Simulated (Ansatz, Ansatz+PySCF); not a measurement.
```
atom    x (Å)    y (Å)    z (Å)
   C   0.0000   0.0000  -0.5486
   O   0.0000   0.0000   0.8439
   H   0.0000  -1.1130  -1.1531
   H  -0.9639   0.5565  -1.1531
   H   0.9639   0.5565  -1.1531
```

RHF on singlet CH₃O(-) was run in several spherical basis sets with Ansatz (development build ahead of 0.2.0). Caution: no diffuse functions for an anion.

Task: Rank the basis sets by the total energy that they give, lowest first, with the distance from the lowest.
A. cc-pVTZ
B. def2-TZVP
C. def2-SVP
D. cc-pVDZ
E. 6-31G(d)

Result: B (0.00 eV), A (0.22 eV), D (1.43 eV), E (1.82 eV), C (4.04 eV).

Totals follow the description of the cores as much as that of the bonds, so this order isn't one of quality for chemistry.
